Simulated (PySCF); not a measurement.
Simulated C 1s region for `C/C=C/CC#N`, binding energy against the vacuum level.

Every computed line was given a Gaussian of 0.4 eV full width at half maximum and an area set by the number of equivalent atoms; the highest printed point is 100. Level of theory: PySCF 2.14.0, delta-SCF UKS SCAN, pcX-2 on the ionised atom, pcseg-1 elsewhere, spin-free X2C.

binding energy (eV), intensity and a bar:
```
    290.3          0 
    290.4          3 #
    290.5         11 ###
    290.6         30 #########
    290.7         61 ##################
    290.8         90 ###########################
    290.9        100 ##############################
    291.0         90 ###########################
    291.1         75 ######################
    291.2         58 #################
    291.3         40 ############
    291.4         21 ######
    291.5          8 ##
    291.6          2 #
    291.7          1 
    291.8          3 #
    291.9         11 ###
    292.0         27 ########
    292.1         49 ###############
    292.2         68 ####################
    292.3         76 #######################
    292.4         68 ####################
    292.5         49 ###############
    292.6         27 ########
    292.7         11 ###
    292.8          3 #
    292.9          1 
    293.0          0
```

**Question.** How many maxima does the curve show, and how many computed lines lie under it?

**Answer.** The curve has 2 maxima (at 290.9 and 292.3 eV). Under it lie 5 lines from 5 inequivalent carbon sites. At this width some lines have no maximum of their own.

**Question.** Decompose the envelope and assign each component. Numbering: `[CH3:1]/[CH:2]=[CH:3]/[CH2:4][C:5]#[N:6]`.

**Answer.** 
```tsv
position (eV)	relative area	line	atoms	environment
290.83	1	C 1s	C3	alkene CH carbon
290.88	1	C 1s	C2	alkene CH carbon
291.18	1	C 1s	C1	allylic carbon
292.19	1	C 1s	C5	nitrile carbon
292.41	1	C 1s	C4	sp3 carbon next to a nitrile
```

**Question.** What are the centre and the root-mean-square width of the whole band?

**Answer.** The area-weighted mean of the lines is 291.50 eV. Their own spread about it is 0.67 eV (rms) and each Gaussian has σ = 0.4/2.355 = 0.17 eV; the variances add, which gives 0.69 eV.

The listed C 1s values span 1.58 eV, from C3 (bonded to C (double bond), C and H) to C4 (bonded to 2 C and 2 H). The widest gap between neighbouring values is 1.01 eV, between 291.18 and 292.19 eV.

The curve has no shake-up lines and no vibrational structure. Geometry: PBE0-D3(BJ)/def2-SVP, one conformer, isolated molecule.

The values belong to the conformer `[CH3:1]/[CH:2]=[CH:3]/[CH2:4][C:5]#[N:6]`: C2–C3–C4–C5 -121°.
